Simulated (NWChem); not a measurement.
System: carbon disulfide (CS$_{2}$); SMILES S=C=S

NWChem input:

```
start job
memory heap 200 mb stack 900 mb global 1100 mb
geometry units angstroms noautoz
  S     -1.554913     0.057087     0.017167
  C      0.000010     0.000207     0.000000
  S      1.554924    -0.056959    -0.017167
end
basis spherical
  * library def2-tzvpd
end
dft
  xc xtpss03 ctpss03
  iterations 150
  mulliken
end
task dft energy
```

Geometry: optimised at PBE0/def2-SVP.

Task: What results follow from this input? (TPSS/def2-TZVPD.) Quantities: energy (Ha); highest occupied level (eV); orbital gap (eV).

Result: 
```yaml
energy (Ha): -834.59
highest occupied level (eV): -6.88
orbital gap (eV): 4.08
```
